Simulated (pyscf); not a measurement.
Thermochemistry of product channels of H₂B–CH₃ + H₂O on the singlet surface, in kJ/mol, from ωB97M-D3(BJ)/def2-TZVP energies (ideal gas, 1 atm, RRHO with modes under 100 cm⁻¹ raised to 100, one conformer, R ln 2 for chiral ones without a mode under 150 cm⁻¹). Structures and frequencies: ωB97X-D3(BJ)/def2-SVP in PySCF.

```tsv
products	ΔE	ΔH(298 K)	ΔG(298 K)	ΔG(900 K)
H₂B–CH₂–OH + H₂	___	+104.2	+116.5	+138.7
H₃C–OH + BH₃	+107.1	+107.0	+110.0	+119.1
H₃C–BH–OH + H₂	___	-140.6	-130.5	-113.5
```

Task: What belongs in the gaps?

Result: 
- H₂B–CH₂–OH + H₂, ΔE: +114.7
- H₃C–BH–OH + H₂, ΔE: -133.0

These are energies of the channels, which say nothing of barriers.
